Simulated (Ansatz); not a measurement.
# AlH₃+ (doublet): the correlation ladder, cc-pVTZ

How much of the correlation energy of AlH₃+ (doublet) does each wave-function method recover here?

Computed with Ansatz 0.2.0, Gaussian basis. Level: cc-pVTZ, core rule «outside noble gas», up to 5 orbitals frozen.

To be run: UHF; CCSD(T) on ROHF; CCSD(T) on UHF; BCCD(T) on ROHF; CCSDT(Q) on ROHF; CCSDT(Q) on UHF; CASSCF and MRCISD+Q, 5 electrons in 7 orbitals; CASSCF and NEVPT4(SD), 5 electrons in 7 orbitals; CASSCF and NEVPT2, 5 electrons in 7 orbitals.

6 further runs of the same task are left out: 2 for a known fault of the program, 1 that didn't finish, 3 set aside as unsound or not needed.

### Step 1. The geometry

The geometry is a PBE0/def2-TZVP stationary point (not a proven minimum) of the parent state, kept for this charge and spin.

4 atoms, charge 1, spin multiplicity 2.

Atoms are counted from 1 here; the program's logs count them from 0.

Bond lengths: Al1–H2 1.586 Å, Al1–H3 1.586 Å, Al1–H4 1.586 Å. Angles: H2–Al1–H3 120.0°, H2–Al1–H4 120.0°, H3–Al1–H4 120.0°.

### Step 2. UHF

The input, in.yaml:

```yaml
crystal:
  periodic: [false, false, false]
  atoms:
    - {symbol: Al, position_ang: [0.000000, 0.000000, 0.000000]}
    - {symbol: H, position_ang: [1.585776, 0.015051, -0.000083]}
    - {symbol: H, position_ang: [-0.805923, 1.365794, -0.002790]}
    - {symbol: H, position_ang: [-0.779853, -1.380845, 0.002873]}
basis:
  gaussian: {orbitals: cc-pVTZ}
total_charge: 1
magnetization: {spin_polarized: true, initial_magnetization: 1}
hamiltonian: {xc: hf}
output: {orbitals: {seedname: orbitals}}
```

On the command line:

```bash
$ ansatz run in.yaml --threads 1 --pin off --events-out ev --progress --plain --max-ram 4096MiB --backend cpu
```

Further steps of the session: CCSD(T) on ROHF; CCSD(T) on UHF; BCCD(T) on ROHF; CCSDT(Q) on ROHF; CCSDT(Q) on UHF; CASSCF and MRCISD+Q, 5 electrons in 7 orbitals; CASSCF and NEVPT4(SD), 5 electrons in 7 orbitals; CASSCF and NEVPT2, 5 electrons in 7 orbitals.

Q: Predict the results of all the runs planned. Wanted: UCCSDT(Q) below the RHF energy; RMP2 from UCCSDT(Q); UMP2 from UCCSDT(Q); RCCSD from UCCSDT(Q); RCCSD(T) from UCCSDT(Q); UCCSD(T) from UCCSDT(Q); RCCSDT(Q) from UCCSDT(Q); NEVPT2 valence from UCCSDT(Q); NEVPT4(SD) valence from UCCSDT(Q).

As calculated:

| quantity | value |
| --- | --- |
| UCCSDT(Q) below the RHF energy | -2.6327 eV |
| RMP2 from UCCSDT(Q) | +66.9 kJ/mol |
| UMP2 from UCCSDT(Q) | +70.7 kJ/mol |
| RCCSD from UCCSDT(Q) | +6.9 kJ/mol |
| RCCSD(T) from UCCSDT(Q) | +1.7 kJ/mol |
| UCCSD(T) from UCCSDT(Q) | +1.7 kJ/mol |
| RCCSDT(Q) from UCCSDT(Q) | 0.0 kJ/mol |
| NEVPT2 valence from UCCSDT(Q) | +31.6 kJ/mol |
| NEVPT4(SD) valence from UCCSDT(Q) | +6.0 kJ/mol |
| MRCISD+Q valence from UCCSDT(Q) | +1.3 kJ/mol |
| levels within 1 kcal/mol (43 meV) | RCCSD(T), UCCSD(T), BCCD(T), RCCSDT, UCCSDT, RCCSDT(Q), MRCISD+Q valence |
| T1 diagnostic | 0.037 |
| effectively unpaired electrons | 1.03 |

RCCSD(T) lands +1.7 kJ/mol from the yardstick (0.7 % of the correlation energy). One determinant dominates. Of the multireference levels listed MRCISD+Q valence comes nearest in total energy (+1.3 kJ/mol), which doesn't show that its space is the better one. Coupled cluster took another determinant than the lowest Hartree-Fock one. These misses are within one basis, not against nature; the frozen cores of restricted and unrestricted runs differ, which can shift their rows.
